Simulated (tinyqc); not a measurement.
Worked calculation: coupled-perturbed Hartree-Fock on RHF in the sto-3g basis, for H2O, spin multiplicity 1. Computed by tinyqc, a small Python program that keeps every step (integrals from PySCF). Settings: charge = 0, multiplicity = 1, basis = sto-3g, method = RHF, energy threshold = 1e-10, iteration cap = 85, orthogonalisation = canonical, start = atomic densities, DIIS depth = 6. Command: `OMP_NUM_THREADS=1 python tinyqc.py 28810 28811 out.jsonl` (the two numbers bound the seeds that draw the settings). One thread of a shared host (Intel(R) Xeon(R) Processor @ 2.60GHz), about 0.2 s of CPU time with the checks. The early iterations of the SCF are left out here.

## One-electron integrals

Geometry (angstrom):
```
atom,x,y,z
O,0.000000,0.000000,0.000000
H,0.000000,0.715000,0.545000
H,0.000000,-0.715000,0.545000
```

Basis sto-3g: exponents (1/bohr^2) and contraction coefficients of normalised primitives:
```
element,l (shell),exponent,coefficient
O,s (1),130.709320,0.154329
O,s (1),23.808861,0.535328
O,s (1),6.443608,0.444635
O,s (2),5.033151,-0.099967
O,s (2),1.169596,0.399513
O,s (2),0.380389,0.700115
O,p (3),5.033151,0.155916
O,p (3),1.169596,0.607684
O,p (3),0.380389,0.391957
H,s (1),3.425251,0.154329
H,s (1),0.623914,0.535328
H,s (1),0.168855,0.444635
```

Overlap, kinetic and nuclear-attraction integrals over the contracted functions; the nuclear repulsion is the sum of Za Zb / Rab.

nuclear repulsion = 9.78782788 hartree

overlap S:
```
,1O 1s,1O 2s,1O 2px,1O 2py,1O 2pz,2H 1s,3H 1s
1O 1s,1.000000,0.236704,0.000000,0.000000,0.000000,0.061924,0.061924
1O 2s,0.236704,1.000000,0.000000,0.000000,0.000000,0.513711,0.513711
1O 2px,0.000000,0.000000,1.000000,0.000000,0.000000,0.000000,0.000000
1O 2py,0.000000,0.000000,0.000000,1.000000,0.000000,0.328316,-0.328316
1O 2pz,0.000000,0.000000,0.000000,0.000000,1.000000,0.250255,0.250255
2H 1s,0.061924,0.513711,0.000000,0.328316,0.250255,1.000000,0.283567
3H 1s,0.061924,0.513711,0.000000,-0.328316,0.250255,0.283567,1.000000
```

kinetic energy T (hartree):
```
,1O 1s,1O 2s,1O 2px,1O 2py,1O 2pz,2H 1s,3H 1s
1O 1s,29.003200,-0.168011,0.000000,0.000000,0.000000,0.002318,0.002318
1O 2s,-0.168011,0.808128,0.000000,0.000000,0.000000,0.158479,0.158479
1O 2px,0.000000,0.000000,2.528731,0.000000,0.000000,0.000000,0.000000
1O 2py,0.000000,0.000000,0.000000,2.528731,0.000000,0.263201,-0.263201
1O 2pz,0.000000,0.000000,0.000000,0.000000,2.528731,0.200622,0.200622
2H 1s,0.002318,0.158479,0.000000,0.263201,0.200622,0.760032,0.016354
3H 1s,0.002318,0.158479,0.000000,-0.263201,0.200622,0.016354,0.760032
```

nuclear attraction V (hartree):
```
,1O 1s,1O 2s,1O 2px,1O 2py,1O 2pz,2H 1s,3H 1s
1O 1s,-61.795677,-7.461732,0.000000,0.000000,-0.021336,-2.013393,-2.013393
1O 2s,-7.461732,-10.206796,0.000000,0.000000,-0.244784,-4.288099,-4.288099
1O 2px,0.000000,0.000000,-10.038357,0.000000,0.000000,0.000000,0.000000
1O 2py,0.000000,0.000000,0.000000,-10.219390,0.000000,-2.446620,2.446620
1O 2pz,-0.021336,-0.244784,0.000000,0.000000,-10.143538,-1.950268,-1.950268
2H 1s,-2.013393,-4.288099,0.000000,-2.446620,-1.950268,-6.088459,-1.895033
3H 1s,-2.013393,-4.288099,0.000000,2.446620,-1.950268,-1.895033,-6.088459
```

core Hamiltonian H = T + V (hartree):
```
,1O 1s,1O 2s,1O 2px,1O 2py,1O 2pz,2H 1s,3H 1s
1O 1s,-32.792477,-7.629743,0.000000,0.000000,-0.021336,-2.011075,-2.011075
1O 2s,-7.629743,-9.398668,0.000000,0.000000,-0.244784,-4.129619,-4.129619
1O 2px,0.000000,0.000000,-7.509626,0.000000,0.000000,0.000000,0.000000
1O 2py,0.000000,0.000000,0.000000,-7.690659,0.000000,-2.183419,2.183419
1O 2pz,-0.021336,-0.244784,0.000000,0.000000,-7.614807,-1.749646,-1.749646
2H 1s,-2.011075,-4.129619,0.000000,-2.183419,-1.749646,-5.328428,-1.878679
3H 1s,-2.011075,-4.129619,0.000000,2.183419,-1.749646,-1.878679,-5.328428
```

## Two-electron integrals

Functions are numbered as in S; the eight-fold symmetry (ij|kl) = (ji|kl) = (kl|ij) leaves the list below.

Two-electron integrals (ij|kl) in chemists' order, unique and non-zero (hartree):
```
i,j,k,l,(ij|kl)
1,1,1,1,4.785065
2,1,1,1,0.741380
2,1,2,1,0.136873
2,2,1,1,1.118947
2,2,2,1,0.256633
2,2,2,2,0.817206
3,1,3,1,0.024477
3,2,3,1,0.037809
3,2,3,2,0.180518
3,3,1,1,1.115814
3,3,2,1,0.256684
3,3,2,2,0.817023
3,3,3,3,0.880159
4,1,4,1,0.024477
4,2,4,1,0.037809
4,2,4,2,0.180518
4,3,4,3,0.047444
4,4,1,1,1.115814
4,4,2,1,0.256684
4,4,2,2,0.817023
4,4,3,3,0.785270
4,4,4,4,0.880159
5,1,5,1,0.024477
5,2,5,1,0.037809
5,2,5,2,0.180518
5,3,5,3,0.047444
5,4,5,4,0.047444
5,5,1,1,1.115814
5,5,2,1,0.256684
5,5,2,2,0.817023
5,5,3,3,0.785270
5,5,4,4,0.785270
5,5,5,5,0.880159
6,1,1,1,0.197446
6,1,2,1,0.036107
6,1,2,2,0.067141
6,1,3,3,0.067017
6,1,4,1,0.001307
6,1,4,2,0.002433
6,1,4,4,0.067257
6,1,5,1,0.000996
6,1,5,2,0.001855
6,1,5,4,0.000183
6,1,5,5,0.067157
6,1,6,1,0.009646
6,2,1,1,0.445620
6,2,2,1,0.103332
6,2,2,2,0.360277
6,2,3,3,0.354470
6,2,4,1,0.006099
6,2,4,2,0.045147
6,2,4,4,0.365281
6,2,5,1,0.004649
6,2,5,2,0.034413
6,2,5,4,0.008241
6,2,5,5,0.360751
6,2,6,1,0.027711
6,2,6,2,0.191085
6,3,3,1,0.011225
6,3,3,2,0.063820
6,3,4,3,0.009554
6,3,5,3,0.007282
6,3,6,3,0.028374
6,4,1,1,0.243093
6,4,2,1,0.057142
6,4,2,2,0.212869
6,4,3,3,0.203053
6,4,4,1,0.014214
6,4,4,2,0.089388
6,4,4,4,0.228555
6,4,5,1,0.002278
6,4,5,2,0.019489
6,4,5,4,0.012156
6,4,5,5,0.206768
6,4,6,1,0.016052
6,4,6,2,0.137159
6,4,6,4,0.125808
6,5,1,1,0.185295
6,5,2,1,0.043556
6,5,2,2,0.162257
6,5,3,3,0.154775
6,5,4,1,0.002278
6,5,4,2,0.019489
6,5,4,4,0.159648
6,5,5,1,0.012962
6,5,5,2,0.078675
6,5,5,4,0.013269
6,5,5,5,0.172171
6,5,6,1,0.012236
6,5,6,2,0.104547
6,5,6,4,0.074267
6,5,6,5,0.084984
6,6,1,1,0.560730
6,6,2,1,0.132125
6,6,2,2,0.524624
6,6,3,3,0.503250
6,6,4,1,0.010785
6,6,4,2,0.107120
6,6,4,4,0.543419
6,6,5,1,0.008221
6,6,5,2,0.081651
6,6,5,4,0.030618
6,6,5,5,0.526588
6,6,6,1,0.035811
6,6,6,2,0.338760
6,6,6,4,0.278089
6,6,6,5,0.211970
6,6,6,6,0.774606
7,1,1,1,0.197446
7,1,2,1,0.036107
7,1,2,2,0.067141
7,1,3,3,0.067017
7,1,4,1,-0.001307
7,1,4,2,-0.002433
7,1,4,4,0.067257
7,1,5,1,0.000996
7,1,5,2,0.001855
7,1,5,4,-0.000183
7,1,5,5,0.067157
7,1,6,1,0.009499
7,1,6,2,0.026852
7,1,6,4,0.014120
7,1,6,5,0.011860
7,1,6,6,0.034230
7,1,7,1,0.009646
7,2,1,1,0.445620
7,2,2,1,0.103332
7,2,2,2,0.360277
7,2,3,3,0.354470
7,2,4,1,-0.006099
7,2,4,2,-0.045147
7,2,4,4,0.365281
7,2,5,1,0.004649
7,2,5,2,0.034413
7,2,5,4,-0.008241
7,2,5,5,0.360751
7,2,6,1,0.026852
7,2,6,2,0.157964
7,2,6,4,0.077458
7,2,6,5,0.084095
7,2,6,6,0.234006
7,2,7,1,0.027711
7,2,7,2,0.191085
7,3,3,1,0.011225
7,3,3,2,0.063820
7,3,4,3,-0.009554
7,3,5,3,0.007282
7,3,6,3,0.022776
7,3,7,3,0.028374
7,4,1,1,-0.243093
7,4,2,1,-0.057142
7,4,2,2,-0.212869
7,4,3,3,-0.203053
7,4,4,1,0.014214
7,4,4,2,0.089388
7,4,4,4,-0.228555
7,4,5,1,-0.002278
7,4,5,2,-0.019489
7,4,5,4,0.012156
7,4,5,5,-0.206768
7,4,6,1,-0.014120
7,4,6,2,-0.077458
7,4,6,4,-0.015529
7,4,6,5,-0.040213
7,4,6,6,-0.099271
7,4,7,1,-0.016052
7,4,7,2,-0.137159
7,4,7,4,0.125808
7,5,1,1,0.185295
7,5,2,1,0.043556
7,5,2,2,0.162257
7,5,3,3,0.154775
7,5,4,1,-0.002278
7,5,4,2,-0.019489
7,5,4,4,0.159648
7,5,5,1,0.012962
7,5,5,2,0.078675
7,5,5,4,-0.013269
7,5,5,5,0.172171
7,5,6,1,0.011860
7,5,6,2,0.084095
7,5,6,4,0.040213
7,5,6,5,0.066865
7,5,6,6,0.137166
7,5,7,1,0.012236
7,5,7,2,0.104547
7,5,7,4,-0.074267
7,5,7,5,0.084984
7,6,1,1,0.188715
7,6,2,1,0.044117
7,6,2,2,0.165477
7,6,3,3,0.161819
7,6,4,4,0.165061
7,6,5,1,0.003199
7,6,5,2,0.027507
7,6,5,5,0.169380
7,6,6,1,0.011711
7,6,6,2,0.086280
7,6,6,4,0.053120
7,6,6,5,0.053072
7,6,6,6,0.155136
7,6,7,1,0.011711
7,6,7,2,0.086280
7,6,7,4,-0.053120
7,6,7,5,0.053072
7,6,7,6,0.046365
7,7,1,1,0.560730
7,7,2,1,0.132125
7,7,2,2,0.524624
7,7,3,3,0.503250
7,7,4,1,-0.010785
7,7,4,2,-0.107120
7,7,4,4,0.543419
7,7,5,1,0.008221
7,7,5,2,0.081651
7,7,5,4,-0.030618
7,7,5,5,0.526588
7,7,6,1,0.034230
7,7,6,2,0.234006
7,7,6,4,0.099271
7,7,6,5,0.137166
7,7,6,6,0.360812
7,7,7,1,0.035811
7,7,7,2,0.338760
7,7,7,4,-0.278089
7,7,7,5,0.211970
7,7,7,6,0.155136
7,7,7,7,0.774606
```

## Orthogonalisation

S = U s U^T; canonical form X = U s^(-1/2), so that X^T S X = 1. Each column of U has its largest component positive (the first on a tie).

eigenvalues of S: 0.303977  0.372742  0.886649  1.000000  1.088565  1.343691  2.004377

X:
```
,1,2,3,4,5,6,7
1O 1s,-0.291081,0.000000,0.768856,0.000000,-0.613108,0.000000,0.142879
1O 2s,1.271532,0.000000,-0.292380,0.000000,-0.290216,0.000000,0.412497
1O 2px,0.000000,0.000000,0.000000,1.000000,0.000000,0.000000,0.000000
1O 2py,0.000000,0.974500,0.000000,0.000000,0.000000,0.693386,0.000000
1O 2pz,0.571205,0.000000,0.639716,0.000000,0.656881,0.000000,0.184544
2H 1s,-0.794334,-0.930906,-0.144877,0.000000,0.116235,0.362929,0.370327
3H 1s,-0.794334,0.930906,-0.144877,0.000000,0.116235,-0.362929,0.370327
```

## Iteration 8 (converged): orbitals

converged F (hartree):
```
,1O 1s,1O 2s,1O 2px,1O 2py,1O 2pz,2H 1s,3H 1s
1O 1s,-20.225820,-5.163757,0.000000,0.000000,-0.031113,-1.369675,-1.369675
1O 2s,-5.163757,-2.466854,0.000000,0.000000,-0.153349,-1.129777,-1.129777
1O 2px,0.000000,0.000000,-0.395755,0.000000,0.000000,0.000000,0.000000
1O 2py,0.000000,0.000000,0.000000,-0.366549,0.000000,-0.410933,0.410933
1O 2pz,-0.031113,-0.153349,0.000000,0.000000,-0.388868,-0.384193,-0.384193
2H 1s,-1.369675,-1.129777,0.000000,-0.410933,-0.384193,-0.662680,-0.468667
3H 1s,-1.369675,-1.129777,0.000000,0.410933,-0.384193,-0.468667,-0.662680
```

Diagonalise F' = X^T F X, C = X C', fill 5 alpha and 5 beta electrons from the bottom; D = 2 C_occ C_occ^T. Each column has its largest component positive (the first on a tie).

F' = X^T F X (hartree):
```
,1,2,3,4,5,6,7
1,0.348251,0.000000,1.349446,0.000000,-0.879046,0.000000,0.013486
2,0.000000,0.806788,0.000000,0.000000,0.000000,0.123240,0.000000
3,1.349446,0.000000,-9.464162,0.000000,8.990267,0.000000,-3.815354
4,0.000000,0.000000,0.000000,-0.395755,0.000000,0.000000,0.000000
5,-0.879046,0.000000,8.990267,0.000000,-9.337590,0.000000,3.917467
6,0.000000,0.123240,0.000000,0.000000,0.000000,-0.640985,0.000000
7,0.013486,0.000000,-3.815354,0.000000,3.917467,0.000000,-2.875101
```

orbital energies (hartree): MO1 -20.234919, MO2 -1.299856, MO3 -0.651401, MO4 -0.458231, MO5 -0.395755, MO6 0.664405, MO7 0.817204

coefficients C:
```
,MO1,MO2,MO3,MO4,MO5,MO6,MO7
1O 1s,0.993980,-0.230870,0.000000,0.105124,0.000000,-0.140836,0.000000
1O 2s,0.027935,0.812999,0.000000,-0.549880,0.000000,0.996265,0.000000
1O 2px,0.000000,0.000000,0.000000,0.000000,1.000000,0.000000,0.000000
1O 2py,0.000000,0.000000,0.608855,0.000000,0.000000,0.000000,1.029432
1O 2pz,0.004924,0.149871,0.000000,0.792903,0.000000,0.741540,0.000000
2H 1s,-0.006679,0.161646,0.440036,0.252397,0.000000,-0.844233,-0.897035
3H 1s,-0.006679,0.161646,-0.440036,0.252397,0.000000,-0.844233,0.897035
```

D after iteration 8:
```
,1O 1s,1O 2s,1O 2px,1O 2py,1O 2pz,2H 1s,3H 1s
1O 1s,2.104697,-0.435472,0.000000,0.000000,0.107295,-0.034851,-0.034851
1O 2s,-0.435472,1.928231,0.000000,0.000000,-0.628039,-0.015113,-0.015113
1O 2px,0.000000,0.000000,2.000000,0.000000,0.000000,0.000000,0.000000
1O 2py,0.000000,0.000000,0.000000,0.741408,0.000000,0.535836,-0.535836
1O 2pz,0.107295,-0.628039,0.000000,0.000000,1.302360,0.448639,0.448639
2H 1s,-0.034851,-0.015113,0.000000,0.535836,0.448639,0.567020,-0.207507
3H 1s,-0.034851,-0.015113,0.000000,-0.535836,0.448639,-0.207507,0.567020
```

## Convergence

Stop when the energy changes by less than 1e-10 hartree and every element of the error matrix X^T (F D S - S D F) X is below 3e-06.

Course of the cycle:
```
iteration,E (hartree),change,largest element of the error matrix
1,-75.65166537,-,1.60e+00
2,-74.91530827,7.36e-01,2.55e-01
3,-74.94403703,-2.87e-02,2.61e-02
4,-74.94436562,-3.29e-04,5.38e-03
5,-74.94438484,-1.92e-05,3.38e-05
6,-74.94438485,-1.86e-09,9.98e-06
7,-74.94438485,-2.05e-10,4.65e-07
8,-74.94438485,-3.69e-13,9.28e-11
```

PySCF RHF in the same basis = -74.94438485 hartree

Converged in 8 iterations.

## Integrals over molecular orbitals

(pq|rs) = sum C_ip C_jq C_kr C_ls (ij|kl), one index at a time.

one-electron integrals over orbitals h = C^T H C (hartree):
```
,1,2,3,4,5,6,7
1,-32.774284,0.555937,0.000000,-0.242026,0.000000,0.325490,0.000000
2,0.555937,-7.741932,0.000000,0.374358,0.000000,-1.439885,0.000000
3,0.000000,0.000000,-6.526833,0.000000,0.000000,0.000000,-1.689999
4,-0.242026,0.374358,0.000000,-7.139376,0.000000,-0.977875,0.000000
5,0.000000,0.000000,0.000000,0.000000,-7.509626,0.000000,0.000000
6,0.325490,-1.439885,0.000000,-0.977875,0.000000,-5.337613,0.000000
7,0.000000,0.000000,-1.689999,0.000000,0.000000,0.000000,-5.636857
```

Two-electron integrals over orbitals (pq|rs), unique and non-zero (hartree):
```
p,q,r,s,(pq|rs)
1,1,1,1,4.743419
2,1,1,1,-0.413025
2,1,2,1,0.057382
2,2,1,1,1.002714
2,2,2,1,-0.012092
2,2,2,2,0.734761
3,1,3,1,0.011280
3,2,3,1,0.018344
3,2,3,2,0.149555
3,3,1,1,0.818037
3,3,2,1,-0.004350
3,3,2,2,0.658474
3,3,3,3,0.650428
4,1,1,1,0.187313
4,1,2,1,-0.022247
4,1,2,2,0.017555
4,1,3,3,0.006786
4,1,4,1,0.028949
4,2,1,1,-0.115801
4,2,2,1,0.009583
4,2,2,2,0.016086
4,2,3,3,0.008023
4,2,4,1,0.019287
4,2,4,2,0.120085
4,3,3,1,-0.003831
4,3,3,2,0.015491
4,3,4,3,0.044643
4,4,1,1,1.023743
4,4,2,1,-0.014569
4,4,2,2,0.680489
4,4,3,3,0.612794
4,4,4,1,-0.012456
4,4,4,2,-0.104931
4,4,4,4,0.814484
5,1,5,1,0.026083
5,2,5,1,0.032239
5,2,5,2,0.142745
5,3,5,3,0.029995
5,4,5,1,-0.013830
5,4,5,2,-0.047115
5,4,5,4,0.058419
5,5,1,1,1.115326
5,5,2,1,-0.011556
5,5,2,2,0.746864
5,5,3,3,0.640933
5,5,4,1,0.005204
5,5,4,2,-0.061914
5,5,4,4,0.742353
5,5,5,5,0.880159
6,1,1,1,-0.254311
6,1,2,1,0.038150
6,1,2,2,-0.000393
6,1,3,3,-0.000099
6,1,4,1,-0.001849
6,1,4,2,0.019930
6,1,4,4,-0.020358
6,1,5,5,-0.006525
6,1,6,1,0.033649
6,2,1,1,0.322941
6,2,2,1,-0.006903
6,2,2,2,0.146014
6,2,3,3,0.079724
6,2,4,1,0.018669
6,2,4,2,0.018222
6,2,4,4,0.098768
6,2,5,5,0.163953
6,2,6,1,0.005363
6,2,6,2,0.104338
6,3,3,1,0.003348
6,3,3,2,-0.040881
6,3,4,3,-0.024642
6,3,6,3,0.069084
6,4,1,1,0.197906
6,4,2,1,-0.001614
6,4,2,2,0.084867
6,4,3,3,0.040993
6,4,4,1,0.003156
6,4,4,2,-0.022381
6,4,4,4,0.112578
6,4,5,5,0.102381
6,4,6,1,0.000619
6,4,6,2,0.059690
6,4,6,4,0.057924
6,5,5,1,0.016829
6,5,5,2,0.062012
6,5,5,4,-0.004735
6,5,6,5,0.040442
6,6,1,1,0.809732
6,6,2,1,-0.006765
6,6,2,2,0.622136
6,6,3,3,0.579367
6,6,4,1,0.022359
6,6,4,2,0.062180
6,6,4,4,0.549879
6,6,5,5,0.592613
6,6,6,1,0.007849
6,6,6,2,0.097226
6,6,6,4,0.041920
6,6,6,6,0.600291
7,1,3,1,0.015871
7,1,3,2,0.023846
7,1,4,3,-0.005600
7,1,6,3,0.004208
7,1,7,1,0.022407
7,2,3,1,0.013502
7,2,3,2,0.034432
7,2,4,3,-0.034542
7,2,6,3,0.036903
7,2,7,1,0.017935
7,2,7,2,0.059426
7,3,1,1,0.360034
7,3,2,1,-0.007841
7,3,2,2,0.128984
7,3,3,3,0.091878
7,3,4,1,-0.001173
7,3,4,2,-0.074037
7,3,4,4,0.166488
7,3,5,5,0.184803
7,3,6,1,-0.007546
7,3,6,2,0.079097
7,3,6,4,0.068662
7,3,6,6,0.035590
7,3,7,3,0.149628
7,4,3,1,-0.010158
7,4,3,2,-0.077510
7,4,4,3,0.008657
7,4,6,3,0.040103
7,4,7,1,-0.013955
7,4,7,2,-0.016252
7,4,7,4,0.067781
7,5,5,3,0.023537
7,5,7,5,0.023997
7,6,3,1,0.009955
7,6,3,2,0.102938
7,6,4,3,0.040927
7,6,6,3,-0.063599
7,6,7,1,0.013154
7,6,7,2,-0.012201
7,6,7,4,-0.056490
7,6,7,6,0.116184
7,7,1,1,0.882816
7,7,2,1,-0.009725
7,7,2,2,0.631551
7,7,3,3,0.622865
7,7,4,1,0.004269
7,7,4,2,-0.011225
7,7,4,4,0.619790
7,7,5,5,0.631627
7,7,6,1,-0.005843
7,7,6,2,0.071934
7,7,6,4,0.037415
7,7,6,6,0.571726
7,7,7,3,0.092754
7,7,7,7,0.629048
```

## Response to a field: uncoupled start

dipole integrals <a|z|i> (bohr):
```
,i1,i2,i3,i4,i5
a6,0.042324,-0.132793,0.000000,-0.422369,0.000000
a7,0.000000,0.000000,-0.610319,0.000000,0.000000
```

Field along z; U_ai = -mu_ai / (e_a - e_i), alpha = -4 sum U_ai mu_ai.

uncoupled U:
```
,i1,i2,i3,i4,i5
a6,-0.002025,0.067605,0.000000,0.376230,0.000000
a7,0.000000,0.000000,0.415578,0.000000,0.000000
```

uncoupled polarisability = 1.686425 bohr^3

## Coupled step 1

U_ai = -(mu_ai + sum_bj [4 (ai|bj) - (ab|ij) - (aj|bi)] U_bj) / (e_a - e_i); alpha = -4 sum U_ai mu_ai.

U after step 1:
```
,i1,i2,i3,i4,i5
a6,-0.000917,0.018527,0.000000,0.423526,0.000000
a7,0.000000,0.000000,0.407021,0.000000,0.000000
```

polarisability = 1.719184 bohr^3

## Coupled step 2

As before.

U after step 2:
```
,i1,i2,i3,i4,i5
a6,-0.000797,0.008745,0.000000,0.445977,0.000000
a7,0.000000,0.000000,0.405705,0.000000,0.000000
```

polarisability = 1.748686 bohr^3

## Coupled polarisability

Repeat until U stops changing; compare with -d2E/dF2.

Course of the coupled iterations:
```
step,alpha (bohr^3)
0,1.686425
1,1.719184
2,1.748686
3,1.757304
4,1.760331
5,1.761442
6,1.761869
7,1.762038
8,1.762107
9,1.762135
10,1.762146
11,1.762151
12,1.762153
13,1.762153
14,1.762154
15,1.762154
16,1.762154
17,1.762154
18,1.762154
19,1.762154
```

coupled polarisability = 1.762154 bohr^3

finite-field check, fields of +/-0.001 au = 1.762155 bohr^3
